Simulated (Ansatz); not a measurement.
# BHNSi: the cost of one run

Method: def2-QZVPP, core rule «outside noble gas», up to 7 orbitals frozen; program: Ansatz 0.2.0, Gaussian basis.

The runs, in order: UHF; ROHF; CCSD(T) on UHF.

5 further runs of the same task are left out: 1 that didn't finish, 4 set aside as unsound or not needed. Runs told in other sessions of the task aren't counted.

## 1. The geometry

The geometry is a PBE0/def2-TZVP stationary point (not a proven minimum).

4 atoms, charge 0, spin multiplicity 4.

Atoms are counted from 1 here; the program's logs count them from 0.

Bond lengths: B1–Si2 1.920 Å, Si2–N3 1.668 Å, Si2–H4 1.486 Å. Angles: B1–Si2–N3 121.8°, B1–Si2–H4 115.6°, N3–Si2–H4 122.6°.

As a file:

```xyz
4

B     0.0000   -0.5645    1.7179
Si    0.0000    0.3701    0.0409
N     0.0000   -0.4396   -1.4177
H     0.0000    1.8530    0.1336
```

## 2. UHF

in.yaml

```yaml
crystal:
  periodic: [false, false, false]
  atoms:
    - {symbol: B, position_ang: [0.000000, -0.564500, 1.717940]}
    - {symbol: Si, position_ang: [0.000000, 0.370053, 0.040934]}
    - {symbol: N, position_ang: [0.000000, -0.439646, -1.417676]}
    - {symbol: H, position_ang: [0.000000, 1.852957, 0.133591]}
basis:
  gaussian: {orbitals: "def2-QZVPP.json"}
magnetization: {spin_polarized: true, initial_magnetization: 3}
hamiltonian: {xc: hf}
output: {orbitals: {seedname: orbitals}}
```

Run with:

```console
$ ansatz run in.yaml --threads 1 --pin off --events-out ev --progress --plain --max-ram 2393MiB
```

What time and memory should one allow on 1 thread of Arm Neoverse V2, shared host?

About 33 s, with a peak of 0.5 GiB.
